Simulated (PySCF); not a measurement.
From a log to its input

A PySCF 2.14 run on the atoms Al 0 0 0; Al 0 0 2.39 (angstrom) printed this (some set-up lines and the per-cycle HOMO/LUMO lines with their warnings removed):

```
PySCF version 2.14.0

[INPUT] verbose = 4
[INPUT] num. atoms = 2
[INPUT] num. electrons = 26
[INPUT] charge = 0
[INPUT] spin (= nelec alpha-beta = 2S) = 2
[INPUT] symmetry False subgroup None
[INPUT] Mole.unit = angstrom

nuclear repulsion = 37.418806964636
number of shells = 20
number of NR pGTOs = 110
number of NR cGTOs = 44
basis = 6-31+g*
ecp = {}

******** <class 'pyscf.dft.uks.UKS'> ********
method = UKS
initial guess = minao
damping factor = 0
level_shift factor = 0
DIIS = <class 'pyscf.scf.diis.CDIIS'>
diis_start_cycle = 1
diis_space = 8
diis_damp = 0
SCF conv_tol = 1e-09
SCF conv_tol_grad = None
SCF max_cycles = 50
direct_scf = True
direct_scf_tol = 1e-13
number electrons alpha = 14  beta = 12
XC library pyscf.dft.libxc version 7.0.0
    S. Lehtola, C. Steigemann, M. J.T. Oliveira, and M. A.L. Marques.,  SoftwareX 7, 1–5 (2018)
XC functionals = pbe
    J. P. Perdew, K. Burke, and M. Ernzerhof.,  Phys. Rev. Lett. 77, 3865 (1996)
    J. P. Perdew, K. Burke, and M. Ernzerhof.,  Phys. Rev. Lett. 78, 1396 (1997)
    J. P. Perdew, K. Burke, and M. Ernzerhof.,  Phys. Rev. Lett. 77, 3865 (1996)
    J. P. Perdew, K. Burke, and M. Ernzerhof.,  Phys. Rev. Lett. 78, 1396 (1997)
radial grids:
    Treutler-Ahlrichs [JCP 102, 346 (1995); DOI:10.1063/1.469408] (M4) radial grids

becke partition: Becke, JCP 88, 2547 (1988); DOI:10.1063/1.454033
pruning grids: <function nwchem_prune>
grids dens level: 3
symmetrized grids: False
atomic radii adjust function: <function treutler_atomic_radii_adjust>
small_rho_cutoff = 0
Set gradient conv threshold to 3.16228e-05
tot grids = 38360
init E= -484.541779255529

cycle= 1 E= -484.467446643934  delta_E= 0.0743  |g|= 0.0605  |ddm|= 1.21
cycle= 2 E= -484.469165339348  delta_E= -0.00172  |g|= 0.0463  |ddm|= 0.579
cycle= 3 E= -484.471901993212  delta_E= -0.00274  |g|= 0.0121  |ddm|= 0.177
cycle= 4 E= -484.472106695546  delta_E= -0.000205  |g|= 0.00152  |ddm|= 0.0405
cycle= 5 E= -484.472111861735  delta_E= -5.17e-06  |g|= 6.98e-05  |ddm|= 0.0186
cycle= 6 E= -484.472111872933  delta_E= -1.12e-08  |g|= 1.11e-05  |ddm|= 0.000648
cycle= 7 E= -484.472111873319  delta_E= -3.87e-10  |g|= 2.79e-06  |ddm|= 7.9e-05
Extra cycle  E= -484.472111873347  delta_E= -2.73e-11  |g|= 1.05e-06  |ddm|= 1.76e-05
converged SCF energy = -484.472111873347  <S^2> = 2.0077266  2S+1 = 3.0051466
uhf_internal: lowest eigs of H = [0.02042385 0.02042889 0.08277897]
<class 'pyscf.dft.uks.UKS'> wavefunction is stable in the internal stability analysis

WARN: QR decomposition removed 1 vectors.

uhf_real2complex: lowest eigs of H = [0.01709217 0.01709217 0.08859098]
<class 'pyscf.dft.uks.UKS'> wavefunction is stable in the real -> complex stability analysis
uhf_external: lowest eigs of H = [-0.04389625 -0.00714505 -0.00710287]
Dipole moment(X, Y, Z, Debye): -0.00000,  0.00000,  0.00000
orbital energies (hartree): [array([-0.2449, -0.1548, -0.1548, -0.1377, -0.0662, -0.0662]), array([-2.5512, -0.3342, -0.2235, -0.1276, -0.1117, -0.1117])]
```

Task: Write the input that gave this log.

Result: The input was:

```python
from pyscf import gto, dft

mol = gto.M(
    atom='Al 0 0 0; Al 0 0 2.39',
    basis='6-31+g*',
    charge=0,
    spin=2,
    verbose=4,
)
mf = dft.UKS(mol, xc='pbe')
mf.kernel()
mf.stability(internal=True, external=True)
mf.dip_moment()
print('orbital energies (hartree):', [e[max(0, n-3):n+3].round(4) for e, n in zip(mf.mo_energy, mol.nelec)])
```

The bond length is a typed value, not an optimised one. No search for the lowest solution was made.
